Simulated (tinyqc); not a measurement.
Inside a calculation (part 2 of 2). Method: LCCD on RHF in the sto-3g basis, frozen core, for H2O, spin multiplicity 1. Computed by tinyqc, a small Python program that keeps every step (integrals from PySCF). Command: `OMP_NUM_THREADS=1 python tinyqc.py 27389 27390 out.jsonl` (the two numbers bound the seeds that draw the settings). One thread of a shared host (Intel(R) Xeon(R) Processor @ 2.60GHz), about 0.08 s of CPU time with the checks.

Geometry (angstrom):

| atom | x | y | z |
|---|---|---|---|
| O | 0.000000 | 0.000000 | 0.000000 |
| H | 0.000000 | 0.795000 | 0.506000 |
| H | 0.000000 | -0.778000 | 0.495000 |

## LCCD: convergence

E_corr = 1/4 sum <ij||ab> t_ij^ab; stop when the norm of the change is below 1e-8.

Course of the amplitude iterations:

| update | correlation energy (hartree) | norm of the change |
|---|---|---|
| 0 | -0.03213243 | - |
| 1 | -0.04085565 | 6.28e-02 |
| 2 | -0.04355726 | 2.23e-02 |
| 3 | -0.04503764 | 8.70e-03 |
| 4 | -0.04502823 | 8.10e-04 |
| 5 | -0.04502914 | 1.58e-04 |
| 6 | -0.04502933 | 1.35e-05 |
| 7 | -0.04502933 | 2.08e-06 |
| 8 | -0.04502933 | 2.88e-07 |
| 9 | -0.04502933 | 9.28e-08 |
| 10 | -0.04502933 | 1.32e-08 |
| 11 | -0.04502933 | 1.23e-09 |

Converged amplitudes (spin orbitals 1a, 1b, ...; amplitudes related by a flip of all spins are not repeated; the 24 largest):

| from | to | t |
|---|---|---|
| 3a 3b | 7a 7b | -0.070768 |
| 3a 3b | 6a 6b | -0.046439 |
| 4a 4b | 6a 6b | -0.040481 |
| 3a 4b | 6b 7a | 0.039428 |
| 4a 4b | 7a 7b | -0.036197 |
| 2a 4b | 6a 6b | -0.034216 |
| 2a 3b | 6a 7b | -0.032431 |
| 2a 2b | 6a 6b | -0.031827 |
| 3a 4b | 6a 7b | -0.031504 |
| 5a 5b | 6a 6b | -0.027637 |
| 2a 3b | 6b 7a | 0.020140 |
| 2a 2b | 7a 7b | -0.016723 |
| 2a 3a | 6a 7a | -0.012291 |
| 5a 5b | 7a 7b | -0.010448 |
| 3a 4a | 6a 7a | 0.007924 |
| 3a 4b | 6a 6b | -0.005689 |
| 2a 4b | 7a 7b | 0.004420 |
| 2a 3b | 6a 6b | -0.003281 |
| 2a 3b | 7a 7b | 0.003248 |
| 3a 4b | 7a 7b | 0.003050 |
| 3a 3b | 6a 7b | -0.002786 |
| 2a 4b | 6b 7a | -0.002135 |
| 2a 4b | 6a 7b | 0.002043 |
| 4a 4b | 6a 7b | -0.001241 |

LCCD total energy = -74.99533912 hartree

Converged in 11 updates, with DIIS from the third.
